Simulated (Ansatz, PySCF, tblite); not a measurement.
**Equilibrium lattice constant a of zinc-blende GaSb: levels of theory against measurement**

Reference value: 6.096 Å (measured, 300 K, not corrected to a static lattice; as tabulated in Vurgaftman et al. (2001), doi:10.1063/1.1368156).

What do GFN2-xTB, LDA, PBE, rVV10, PBE0, Hartree–Fock, MP2 give, and how far is each from the reference?


| level (code) | value (Å) | difference (%) |
|---|---|---|
| GFN2-xTB (tblite) | 6.512 | +6.82 |
| LDA (Ansatz) | 6.048 | -0.79 |
| PBE (Ansatz) | 6.214 | +1.94 |
| rVV10 (Ansatz) | 6.243 | +2.41 |
| PBE0 (Ansatz) | 6.131 | +0.57 |
| Hartree–Fock (PySCF) | 6.194 ± 0.02 | +1.61 |
| MP2 (PySCF) | 6.134 ± 0.02 | +0.62 |

The reference is not for a static lattice or low temperature, so close values are not ranked against it. Off by more than 1.25 %, or 1.75 % on the side where a correction would as a rule narrow the miss (bounds picked here): GFN2-xTB (+6.82 %), rVV10 (+2.41 %), PBE (+1.94 %), Hartree–Fock (+1.61 %).

The reference isn't brought to a static lattice, while the calculations are for one, so the differences are not the levels' errors alone. A static lattice is as a rule a little smaller than the measured one.  A ± on a computed value is a rough bar: the spread of its extrapolation, a floor set from checks against published values, or a statistical error. GFN2-xTB: the method was fitted mainly to molecules. GFN2-xTB, PBE, rVV10: the gap of the solid is closed in this run. GFN2-xTB: the run uses a supercell at the zone centre in place of a k mesh. Cutoffs and k meshes differ between the levels. Ansatz's density-functional and Hartree–Fock values are scalar-relativistic unless marked +SOC, with PAW data made under PBE.

Differences are worked out from the printed values.

Ansatz is a quantum-chemistry and plane-wave program.
